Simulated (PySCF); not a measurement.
**Dipole moment and polarisability of ethyl formate**

Species: ethyl formate, C3H6O2.
Geometry (GFN2-xTB, Å), atoms numbered from 1 in this order:
```
atom  x, y, z in Å
C1    -1.2726    0.2483   -0.4761
C2    -0.3532    0.0621    0.7217
O3     0.9643    0.5574    0.4468
C4     1.7987   -0.2605   -0.1652
O5     1.5866   -1.3861   -0.5071
H6    -1.3016    1.2955   -0.7668
H7    -2.2763   -0.0776   -0.2193
H8    -0.9171   -0.3427   -1.3166
H9    -0.7019    0.6402    1.5793
H10   -0.2814   -0.9972    0.9874
H11    2.7598    0.2633   -0.3102
```

Level: PBE0/def2-SVPD (PySCF), static field, nuclei fixed, core orbitals frozen in the response. The polarisability tensor in these axes (au):

```
x   50.93 -1.94 -2.19
y   -1.94 43.90  2.61
z   -2.19  2.61 39.68
```

Q: Diagonalise the tensor; give its mean and Δα, where Δα² is half the sum of the squared differences of the eigenvalues.

A: Principal values 38.32, 44.12 and 52.08 au; mean 44.84 au = 6.64 Å³ = 7.39 × 10⁻⁴⁰ C²·m²/J; Δα = 11.96 au (27 % of the mean).

Q: What is the dipole moment, and where does it point?

A: (-1.19, 1.58, 0.77) D, 2.13 D in size, pointing from the negative to the positive side. Measured along this direction, the outermost atoms are O5 at the negative end and H9 and H6 at the positive end.

Q: Find the Langevin capture rate constant for NH4+ (18.034 u) meeting this molecule (74.037 u), k = 2.342 × 10⁻⁹ cm³/s × √(α in Å³ / reduced mass in u).

A: The reduced mass is 14.50 u, so k = 1.59 × 10⁻⁹ cm³/s. The formula leaves out the permanent dipole, which adds to the capture rate.

Q: What would n − 1 = 2πNα be for an ideal gas of these molecules at 273.15 K and 1 atm, electronic part alone?

A: N = p/kT = 2.6868 × 10¹⁹ cm⁻³, so n − 1 = 2π × N × 6.64 × 10⁻²⁴ cm³ = 1122 × 10⁻⁶ at long wavelengths, for an ideal gas.

Q: Estimate the molar refractivity from the static electronic polarisability.

A: Lorentz–Lorenz: R = (4π/3)N_A α = 2.5225 cm³/(mol·Å³) × 6.64 Å³ = 16.8 cm³/mol, in the limit of long wavelengths.

The structure is a single GFN2-xTB conformer in the gas phase; no vibrational or solvent corrections.
